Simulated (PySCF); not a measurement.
## formaldehyde: adiabatic energies of losing or gaining an electron at several levels

Structure: `C=O` (CH2O).

All levels share the PBE0-D3(BJ)/ma-def2-SVP structures and the PBE0-D3(BJ)/ma-def2-SVP thermal terms; only the single-point energies (PySCF) change. Values are adiabatic energies of losing or gaining an electron (0 K, eV).

| level | ionisation energy to the radical cation | abs. error | time |
| --- | --- | --- | --- |
| r2SCAN/ma-def2-TZVP (grid 3) | 10.58 | 0.30 | 42 s |
| BLYP-D3(BJ)/aug-cc-pVTZ | 10.60 | 0.29 | 61 s |
| ωB97X-D3(BJ)/ma-def2-TZVP | 10.83 | 0.06 | – |
| ATcT 1.112 | 10.89 |  |  |

Times are wall times for all single points of a level on 1 thread of Intel Xeon Platinum 8488C, a shared host; the dash marks the run that also made the structures. BLYP, r2SCAN ran on a slower path of this set-up, which computes the density-fitting integrals anew in every SCF cycle while the other levels store them. So the times needn't show the usual order of cost, and those levels read slower than they are.

The spread: 0.24 eV, from 10.58 to 10.83.

Differences come from unrounded values, so a last digit can differ from that of the printed terms.
